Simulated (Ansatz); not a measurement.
Saddle point of Si$_{2}$H$_{8}$O, closed shell (Si₂H₆ ([SiH3][SiH3]) + H₂O → Si₂H₆O ([OH][SiH2][SiH3]) + H₂; bonds formed: Si1–O7, H2–H6; bonds broken: Si1–H2, H6–O7), PBE0-D4/def2-TZVP structure:

```json
{"atom": "Si1", "x (Å)": "-0.4757", "y (Å)": "-0.0364", "z (Å)": "-0.5155"}
{"atom": "H2", "x (Å)": "1.1538", "y (Å)": "0.5620", "z (Å)": "-0.9039"}
{"atom": "H3", "x (Å)": "-0.4832", "y (Å)": "-0.7532", "z (Å)": "-1.8185"}
{"atom": "H4", "x (Å)": "-1.9435", "y (Å)": "0.0325", "z (Å)": "-0.1633"}
{"atom": "Si5", "x (Å)": "0.5137", "y (Å)": "-1.1914", "z (Å)": "1.2544"}
{"atom": "H6", "x (Å)": "0.5491", "y (Å)": "1.5643", "z (Å)": "-0.9540"}
{"atom": "O7", "x (Å)": "-0.4751", "y (Å)": "1.8344", "z (Å)": "-0.6206"}
{"atom": "H8", "x (Å)": "0.8894", "y (Å)": "-0.2023", "z (Å)": "2.3032"}
{"atom": "H9", "x (Å)": "-0.3939", "y (Å)": "-2.1982", "z (Å)": "1.8727"}
{"atom": "H10", "x (Å)": "1.7525", "y (Å)": "-1.8675", "z (Å)": "0.7846"}
{"atom": "H11", "x (Å)": "-1.0870", "y (Å)": "2.2556", "z (Å)": "-1.2391"}
```

Energies are electronic, without zero-point energy. Barriers and step energies count from the start structure reached by relaxing down the imaginary mode; all methods use the PBE0-D4 structures, on which another method's saddle can fall below an end. Ansatz 0.2.0; basis: def2-TZVPP, with def2-QZVPP for the basis limit; cores frozen in the correlated methods. B3LYP uses VWN-RPA correlation. Extrapolation: Hartree–Fock as exp(−7.88 √X), correlation as X^−2.97.

```
      method  barrier (kJ/mol)  step energy (kJ/mol)
       SPW92                 ?                 -41.8
      PBE-D4             139.0                 -44.3
     BLYP-D4             155.5                 -53.3
   r2SCAN-D4             149.3                 -51.8
      B97M-V             156.1                 -48.6
     PBE0-D4             154.3                 -44.0
    B3LYP-D4                 ?                 -52.2
  r2SCAN0-D4             159.8                 -50.0
    BHLYP-D4             183.2                 -52.7
CAM-B3LYP-D4             167.5                 -52.7
     wB97X-V             169.7                 -49.6
     wB97M-V             164.0                 -49.4
      B2PLYP             171.5                 -53.1
    PBE-QIDH             166.0                 -48.5
  RPA on PBE                 ?                 -48.4
          HF             231.3                 -51.9
         MP2             169.8                 -55.3
        CCSD             185.3                 -47.8
     CCSD(T)             175.8                 -48.7
```

Fill in the withheld barriers. (Judge from chemistry; the value comes from the calculation.)

By the calculation: B3LYP-D4 165.8; SPW92 104.1; RPA on PBE 177.7 kJ/mol. Each is the energy of the saddle less that of the start structure, by the same method.

For comparison, the barrier by CCSD(T) at an estimated basis limit (MP2 extrapolated from triple and quadruple zeta, plus CCSD(T) − MP2 in triple zeta) is 173.7 kJ/mol.

No T1 diagnostic of these runs exceeds 0.014. The start structure is not quite a true minimum (one mode of 35i cm⁻¹).

Labels in which every atom is bracketed show which atoms are joined, not bond orders.

For scale, one of the runs: CCSD(T)/def2-TZVPP, 227 basis functions, launched by `ansatz run in.yaml --threads 4 --pin off --events-out ev --progress --plain --max-ram 9574MiB`. Time: 99 s of wall clock on 4 CPU threads of an Intel Xeon; the host was shared. Peak host memory: 3.5 GiB.
